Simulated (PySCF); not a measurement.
formaldehyde (CH₂O), SMILES C=O. Atoms are numbered in the order given.

```xyz
4

C      0.0000     0.0000    -0.5264
O      0.0000     0.0000     0.6735
H      0.0000     0.9421    -1.1148
H      0.0000    -0.9421    -1.1148
```

Coordinates come from a r2SCAN-D4/def2-TZVPD optimisation.

The numbers are results of HF/pcSseg-2 (PySCF), not measurements.

GIAO shieldings, no solvent; atoms alike by connectivity are averaged. δ = σ(ref) − σ: ¹³C against TMS (σ = 193.3 ppm); ¹⁷O against H2O (σ = 326.0 ppm); ¹H against TMS (σ = 31.98 ppm), references at their B3LYP-D3(BJ)/def2-TZVP geometries, non-relativistic.

```json
[
 {"nucleus": "¹³C", "atoms": "C1", "count": "1", "δ (ppm)": "197.9"},
 {"nucleus": "¹⁷O", "atoms": "O2", "count": "1", "δ (ppm)": "762.2"},
 {"nucleus": "¹H", "atoms": "H3, H4", "count": "2", "δ (ppm)": "9.47"}
]
```
